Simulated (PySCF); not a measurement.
Input of a driver script around PySCF for `CO[SiH3]`, coordinates in Å (PBE0-D3(BJ)/def2-SVP geometry):
```
{"job": {"kind": "eom", "basis": "aug-cc-pVDZ", "nee": 0}, "charge": 0, "multiplicity": 1}
C     -1.410284    -0.286417     0.108144
O     -0.319148     0.269565    -0.568477
Si     1.242094     0.241843     0.000170
H     -1.288996    -1.373653     0.272987
H     -2.316807    -0.136413    -0.497802
H     -1.577361     0.190401     1.092265
H      1.714117    -1.165714     0.201892
H      2.077030     0.921988    -1.025110
H      1.349207     0.956774     1.312262
```

What does the run print?

```
E(HF) = -405.1847640809
E(MP2) = -405.6447986115
E(CCSD) = -405.6876777088
T1 diagnostic = 0.0117

EOM-IP-CCSD (eV)   Koopmans (eV)
  10.5116      11.8701
  11.2900      12.5143
  12.7000      13.4380
  12.7943      13.5444
  15.3809      16.6429
  15.7152      17.0623
  15.7555      17.2523
  18.3800      20.0074
```

Level of theory: CCSD and EOM-CCSD/aug-cc-pVDZ in PySCF, restricted Hartree–Fock reference, frozen core, non-relativistic, gas phase, PBE0-D3(BJ)/def2-SVP geometry. Each EOM-IP line stands beside −ε of the orbital with the largest one-hole amplitude.

What correlation energies follow, and how does the T1 diagnostic stand?

MP2 -0.46003 Eh, CCSD -0.50291 Eh; CCSD lies 42.9 mEh below MP2. T1 = 0.0117, below the customary warning level of 0.02.

Which orbital leads each EOM-IP root, and how large is the one-hole share of its vector?

10.51 eV: HOMO, one-hole share 0.95; 11.29 eV: HOMO-1, one-hole share 0.95; 12.70 eV: HOMO-2, one-hole share 0.95; 12.79 eV: HOMO-3, one-hole share 0.95; 15.38 eV: HOMO-4, one-hole share 0.94; 15.72 eV: HOMO-5, one-hole share 0.94; 15.76 eV: HOMO-6, one-hole share 0.94; 18.38 eV: HOMO-7, one-hole share 0.89.

The run took 37 s wall on one thread of an x86-64 server, no GPU, shared host.
